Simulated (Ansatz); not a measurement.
# fcc Al

Calculation: r²SCAN (PAW; Ansatz, a program for electronic structure).

Numerical settings: plane-wave cutoff 500 eV, 14×20×1 k mesh (along the axes of the cell as run), Fermi–Dirac smearing 0.1 eV, scalar-relativistic PAW data made under PBE.

Cell: relaxed at this level.

| Quantity | Result |
|---|---|
| surface energy of the (110) face | 1.12 J/m² |
| work function of the (110) face | 4.07 eV |

The slab of 12 atoms is relaxed and unreconstructed.

The computed numbers hold no vibrational or temperature effects.
